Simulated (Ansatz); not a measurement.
**BSiH3 (triplet): the correlation ladder at distance B1–H4 along a hydrogen transfer = 1.194 Å, cc-pVTZ**

An exercise on one series of results from a longer session: the logs are not shown, and one member is left open.

The runs use Ansatz 0.2.0, Gaussian basis; cc-pVTZ, core rule «outside noble gas», up to 6 orbitals frozen.

Plan: UHF; CCSD(T) on ROHF; CCSD(T) on UHF; BCCD(T) on ROHF; CISD; CCSDT(Q) on ROHF; CCSDT(Q) on UHF; CASSCF and NEVPT2, 4 electrons in 4 orbitals.

4 further runs of the same task are left out: 4 for a known fault of the program.

## What is computed

The geometry derives from fragments relaxed apart (PBE0/def2-TZVP) and kept rigid, so it is no stationary point. A hydrogen atom is moved between rigid fragments.

5 atoms, charge 0, spin multiplicity 3.

Atoms are counted from 1 here; the program's logs count them from 0.

Bond lengths: B1–H2 1.193 Å, B1–H3 1.193 Å, B1–H4 1.193 Å. Angles: H2–B1–H3 120.0°, H2–B1–H4 120.0°, H3–B1–H4 120.0°.

Set-up of the first run:

The input, in.yaml:

```yaml
crystal:
  periodic: [false, false, false]
  atoms:
    - {symbol: B, position_ang: [-1.986471, 0.000000, 0.000000]}
    - {symbol: H, position_ang: [-2.583204, 1.033571, 0.000000]}
    - {symbol: H, position_ang: [-2.583204, -1.033571, 0.000000]}
    - {symbol: H, position_ang: [-0.793006, 0.000000, 0.000000]}
    - {symbol: Si, position_ang: [0.978529, 0.000000, 0.000000]}
basis:
  gaussian: {orbitals: cc-pVTZ}
magnetization: {spin_polarized: true, initial_magnetization: 2}
hamiltonian: {xc: hf}
output: {orbitals: {seedname: orbitals}}
```

The run is started by

```console
ansatz run in.yaml --threads 1 --pin off --events-out ev --progress --plain --max-ram 2816MiB --backend cpu
```

Among the steps run: UHF; CCSD(T) on ROHF; CCSD(T) on UHF; BCCD(T) on ROHF; CISD; CCSDT(Q) on ROHF; CCSDT(Q) on UHF; CASSCF and NEVPT2, 4 electrons in 4 orbitals.

One table of the session follows, with a row left open; its other results are not shown here.

| method | from UCCSDT(Q) (meV) |
| --- | --- |
| ROHF | ? |
| UHF | +6202.8 |
| RMP2 | +1281.5 |
| UMP2 | +1318.1 |
| CISD | +707.3 |
| RCCSD | +252.9 |
| UCCSD | +247.6 |
| RCCSD(T) | +51.3 |
| UCCSD(T) | +51.2 |
| BCCD(T) | +50.4 |
| RCCSDT | +9.3 |
| UCCSDT | +8.0 |
| RCCSDT(Q) | +1.9 |
| UCCSDT(Q) | 0 |
| CASSCF pair | +5943.5 |
| NEVPT2 pair | +1313.8 |

Q: Estimate the row for ROHF from the others.

**Answer.** from UCCSDT(Q) (meV): +6348.4. In the column «from UCCSDT(Q) (meV)» it is the highest.

To keep in mind: Restricted and unrestricted rows rest on different reference determinants; where their highest levels disagree by more than a few hundredths of an eV, they describe different states and don't form one ladder.
